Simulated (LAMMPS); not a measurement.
## bcc Nb

Computed with the machine-learned potential UF3 Nb.uf3 (LAMMPS).

Cell: relaxed at this level.

```json
{
  "lattice_parameter_a": "3.341 Å",
  "equilibrium_volume_per_atom": "18.65 Å³/atom",
  "vacancy_formation_energy": "2.65 eV"
}
```

Measured, for comparison: lattice constant a 3.294 Å, equilibrium volume per atom 17.87 Å³/atom (static lattice: zero-point anharmonic expansion removed; as tabulated in Mejia-Rodriguez and Trickey (2018), arXiv:1807.09216); vacancy formation energy 2.65 ± 0.3 eV (not corrected to a static lattice, monovacancy, our sources range from 2.65 to 2.83; as tabulated in Mehl and Papaconstantopoulos (1996), arXiv:mtrl-th/9602003). Computed (rounded) less measured: lattice constant a +1.4 %, equilibrium volume per atom +4.4 %, vacancy formation energy within the reference's last digit (within the reference's last digit to -0.18 eV over the range).

A machine-learned potential is trained on density-functional data: it inherits that level's misses and adds fitting errors of its own.
